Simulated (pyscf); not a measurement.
PySCF, gas phase, ωB97X-D3(BJ)/def2-SVP geometries.

Task: Estimate by transition-state theory (the high-pressure limit) the rate constant of F–SiH: (SMILES F[SiH]) [singlet] + H₂ (SMILES [H][H]) → F–SiH₃ (SMILES F[SiH3]) (singlet surface; H–H broken, H–Si, H–Si formed) at 600 K, with ωB97M-D3(BJ)/def2-TZVP energies (ideal gas, 1 atm, RRHO with modes under 100 cm⁻¹ raised to 100, one conformer, R ln 2 for chiral ones without a mode under 150 cm⁻¹; no tunnelling).

Result: The electronic barrier is 18.6 kcal/mol and the thermal terms add +17.7, so ΔG‡ = 36.3 kcal/mol. With k_BT/h = 1.25e+13 s⁻¹ and RT = 1.192 kcal/mol, and a volume of 8.18e-20 cm³ per molecule at 1 atm, k = 6.0e-20 cm³ molecule⁻¹ s⁻¹. The product is born with the 69 kcal/mol of the reverse barrier and needs collisions to keep. Wigner's tunnelling factor for 1316i cm⁻¹ would be 1.41, likely too low at so high a frequency. A shift of 1 kcal/mol in the barrier changes k by a factor 2.3. One saddle was located; it need not be the lowest between these sides.
